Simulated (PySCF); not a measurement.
Potential energy curve for SMILES C=O (CH2O). The C1–O4 bond (C1 also carries H, H; O4 carries nothing else) is stretched with both fragments frozen at the PBE0/def2-TZVP optimised geometry.

CASSCF(4,4)/cc-pVDZ (PySCF); RKS-wB97X-V = restricted wB97X-V/cc-pVDZ run with PySCF; UCCSD(T) = CCSD(T) on UHF/cc-pVDZ, 2 core orbitals frozen run with PySCF.

Energies relative to the lowest point of each curve near equilibrium, in mEh:

| R / Å | CASSCF(4,4) | RKS-wB97X-V |
|---|---|---|
| 1.13 | 13.8 | 10.8 |
| 1.16 | 5.5 | 3.6 |
| 1.20 | 0.3 | 0.0 |
| 1.23 | 0.0 | 1.0 |
| 1.27 | 3.2 | 6.2 |
| 1.31 | 9.7 | 14.8 |
| 1.60 | 95.2 | 122.5 |
| 1.78 | 147.4 | 194.5 |
| 1.99 | 191.9 | 266.9 |
| 2.41 | 231.3 | 352.8 |
| 2.92 | 241.3 | 387.9 |
| 4.22 | 243.7 | 408.3 |

Problem. What does UCCSD(T) give at the same points?

Solution. 1.13: 13.5; 1.16: 5.2; 1.20: 0.1; 1.23: 0.0; 1.27: 4.2; 1.31: 11.6; 1.60: 105.7; 1.78: 164.5; 1.99: 214.0; 2.41: 259.3; 2.92: 268.7; 4.22: 270.9 (mEh).

The restricted form behind RKS-wB97X-V keeps the bonding electrons paired and can't separate into open-shell fragments. The unrestricted determinant behind UCCSD(T) is spin-contaminated at 1.23 to 4.22 Å (<S²> up to 2.0, against 0.00 for a pure singlet).
